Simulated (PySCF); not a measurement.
Work out the structure from these simulated measurements.

Formula: C3H2Cl2O.

| Item | Value |
| --- | --- |
| Dipole | 2.33 D [CAM-B3LYP/def2-SVPD] |
| 1H NMR | chemical shifts (computed TMS as zero) by class: 7.66 (1 H), 6.47 (1 H) ppm [GIAO PBE0/pcSseg-1] |
| Rotational structure | rotational constants A, B, C: 7.183, 0.903, 0.802 GHz [GFN2-xTB] |
| Triplet | lowest triplet excitation (Tamm–Dancoff): 3.33 eV [TDA CAM-B3LYP/def2-SVPD] |
| UV, strongest line | among the 8 lowest singlet transitions: S2 at 5.47 eV (227 nm, f = 0.474) [TDDFT CAM-B3LYP/def2-SVPD] |
| 13C NMR | chemical shifts (computed TMS as zero) by class: 172.9 (1 C), 158.7 (1 C), 137.0 (1 C) ppm [GIAO PBE0/pcSseg-1] |

Gas-phase values; electronic properties from PySCF, density fitting. Levels stand in brackets. Geometry: GFN2-xTB, one conformer, isolated molecule. Each NMR value is the plain mean over a class of atoms that symmetry, rotation or inversion makes alike.

Question: Propose a structure and show how it fits.

Answer: Numbering: `[O:1]=[C:2]([Cl:3])/[CH:4]=[CH:5]/[Cl:6]`. Its formula, C3H2Cl2O, gives 2 degrees of unsaturation: 0 rings and 2 π bonds in the structure found. 3 carbons fall into 3 classes; from least to most shielded: acyl halide carbon [C2] (172.9 ppm), vinylic C–Cl carbon [C5] (158.7 ppm), alkene CH carbon [C4] (137.0 ppm). Hydrogen classes from least to most shielded: 1 H on a vinylic C–Cl carbon, C5 (7.66 ppm), 1 H on an alkene CH carbon, C4 (6.47 ppm). The optimised geometry has point group Cs and is an asymmetric top. Structure: `O=C(Cl)/C=C/Cl`. Computed isomers that give other values at the same levels: `O=C=C(Cl)CCl` (13C chemical shifts (computed TMS as zero) by class: 211.1 (1 C), 66.1 (1 C), 53.9 (1 C) ppm); `C=C(Cl)C(=O)Cl` (13C chemical shifts (computed TMS as zero) by class: 175.5 (1 C), 146.3 (1 C), 138.1 (1 C) ppm). The assignments are read from this structure; whether some other isomer fits the data as well wasn't checked.

The values belong to the conformer `[O:1]=[C:2]([Cl:3])/[CH:4]=[CH:5]/[Cl:6]`: O1–C2–C4–C5 0°.
